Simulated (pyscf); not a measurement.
`[NH2][SiH2][F]` + `[SiH4]` -> `[NH2][SiH3]` + `[F][SiH3]`, a four-centre exchange (singlet surface; F–Si, H–Si broken, H–Si, F–Si formed). Structures and frequencies: ωB97X-D3(BJ)/def2-SVP in PySCF. Energies in kcal/mol from the separated reactants.

Small-basis levels: PySCF, no dispersion term, spherical d functions. AM1 to PM7: differences of heats of formation from MOPAC, which are fitted to 298 K values and so differ in kind from electronic energies by zero-point and thermal terms. GFN2-xTB: tblite. Cost: rough CPU time at the saddle relative to B3LYP/6-31G*, from one job on a shared machine.

```csv
level,barrier,reaction energy,cost
HF/STO-3G,73.3,+5.5,0.04
MP2/6-31G*,44.3,+9.3,0.1
PBE/6-31G*,34.0,+9.9,1
B3LYP/3-21G,43.9,+13.2,0.8
B3LYP/LANL2DZ,47.9,+12.5,0.6
M06-2X/6-31G*,37.5,+8.8,2
GFN2-xTB,43.7,-0.2,under 0.02
AM1,61.5,+7.4,under 0.02
PM3,74.8,+3.5,under 0.02
ωB97M-D3(BJ)/def2-TZVP,37.6,+8.1,–
```

Against the last row the barrier runs from -3.7 (PBE/6-31G*) to +37.2 kcal/mol (PM3). ωB97M-D3(BJ)/def2-TZVP has limits of its own. Another saddle between the same species, by other bonds, lies lower (26.4 kcal/mol against 37.6 kcal/mol at ωB97M-D3(BJ)/def2-TZVP).
